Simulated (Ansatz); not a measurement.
hcp against bcc along the lanthanides

These are results of DFT, PBEsol, plane waves (420 eV) with PAW, scalar-relativistic in Ansatz 0.2.0, not measurements. The PAW files were generated under PBE, with cores re-solved for the functional.

Each structure is relaxed within its symmetry, in the lowest magnetic state of the tried starts. Differences under about 8 meV lie within the error of the k-point mesh.

| element | E(hcp) − E(bcc) (meV/atom) | V(hcp) (Å³/atom) | V(bcc) (Å³/atom) | state of hcp | state of bcc |
| --- | --- | --- | --- | --- | --- |
| La | ? | ? | ? | ? | ? |
| Yb | 21 | 32.28 | 31.79 | spin not included | spin not included |
| Lu | -153 | 27.54 | 27.97 | spin not included | spin not included |

(1) Fill in the row of La.

Results:

(1) E(hcp) − E(bcc) (meV/atom): -99; V(hcp) (Å³/atom): 34.68; V(bcc) (Å³/atom): 34.86; state of hcp: spin not included; state of bcc: spin not included.
